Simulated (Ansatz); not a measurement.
# C4H9N: the cost of one run

All numbers below are computed with Ansatz 0.2.0 (RHF/6-31G*).

## Step 1: The structure to begin with

Bond lengths: C1–C2 1.330 Å, C2–C3 1.495 Å, C3–C4 1.559 Å, C4–N5 1.437 Å, C1–H6 1.078 Å, C1–H7 1.107 Å, C2–H8 1.041 Å, C3–H9 1.135 Å, C3–H10 1.048 Å, C4–H11 1.081 Å, C4–H12 1.143 Å, N5–H13 0.973 Å, N5–H14 1.008 Å. Angles (14 of 21 angles, heavy atoms first): C1–C2–C3 123.6°, C2–C3–C4 112.8°, C3–C4–N5 112.9°, C1–C2–H8 120.7°, C3–C2–H8 115.8°, C2–C1–H6 124.8°, C2–C1–H7 120.0°, C2–C3–H9 107.7°, C2–C3–H10 110.0°, C4–C3–H9 105.1°, C4–C3–H10 112.0°, C3–C4–H11 111.6°, C3–C4–H12 104.8°, N5–C4–H11 115.3°.

Structure file:

```xyz
14

C    -0.7134    1.7109    1.5203
C    -1.0566    0.7782    0.6369
C    -0.1830    0.3562   -0.5010
C     0.3601   -1.0964   -0.3390
N     1.1486   -1.5264   -1.4605
H     0.1706    2.3248    1.4557
H    -1.4337    2.0264    2.2992
H    -1.9671    0.2793    0.7180
H     0.7384    1.0192   -0.4935
H    -0.6893    0.4872   -1.4088
H     0.8157   -1.2446    0.6298
H    -0.5733   -1.7538   -0.2938
H     1.4037   -2.4527   -1.3048
H     1.9662   -0.9377   -1.4295
```

## Step 2: Relaxing end A

The input, input.yaml:

```yaml
crystal:
  periodic: [false, false, false]
  atoms:
    - { symbol: C, position_ang: [-0.7134, 1.7109, 1.5203] }
    - { symbol: C, position_ang: [-1.0566, 0.7782, 0.6369] }
    - { symbol: C, position_ang: [-0.183, 0.3562, -0.501] }
    - { symbol: C, position_ang: [0.3601, -1.0964, -0.339] }
    - { symbol: "N", position_ang: [1.1486, -1.5264, -1.4605] }
    - { symbol: H, position_ang: [0.1706, 2.3248, 1.4557] }
    - { symbol: H, position_ang: [-1.4337, 2.0264, 2.2992] }
    - { symbol: H, position_ang: [-1.9671, 0.2793, 0.718] }
    - { symbol: H, position_ang: [0.7384, 1.0192, -0.4935] }
    - { symbol: H, position_ang: [-0.6893, 0.4872, -1.4088] }
    - { symbol: H, position_ang: [0.8157, -1.2446, 0.6298] }
    - { symbol: H, position_ang: [-0.5733, -1.7538, -0.2938] }
    - { symbol: H, position_ang: [1.4037, -2.4527, -1.3048] }
    - { symbol: H, position_ang: [1.9662, -0.9377, -1.4295] }
basis:
  gaussian: { orbitals: "6-31G*" }
hamiltonian:
  xc: hf
relax:
  f_tol: 0.015
  max_steps: 40
```

Run with:

```sh
> ansatz run input.yaml --threads 1 --pin off --max-ram 2048MiB --backend cpu --events-out ev --progress --plain --runs-dir out
```

**Question.** How long does this run take on 1 thread of Arm Neoverse V1, shared host, and how much memory does it need?

About 24 s, with a peak of 0.17 GiB.
